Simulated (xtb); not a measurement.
xtb input:

```bash
xtb mol.xyz --gfn 2 --ohess tight --chrg -1 --uhf 0
```
mol.xyz:
```
8

C      0.57390670    -0.47497804     0.03506516
C     -0.54885761     0.50480713     0.02183324
O     -1.74847000    -0.26202046    -0.01430160
H     -0.51246709     1.11914405     0.89279585
H     -0.52279919     1.11762648    -0.85353864
H      1.54124428     0.11329294    -0.01842474
H      0.58442801    -1.05677002     0.90210933
H      0.55950031    -1.10762919    -0.86878124
```

**Question.** Predict the final energy.

**Answer.** -11.03935 Eh (GFN2-xTB).

It need not be the lowest isomer of its formula. Whether it binds its extra electron was not tested at this geometry.
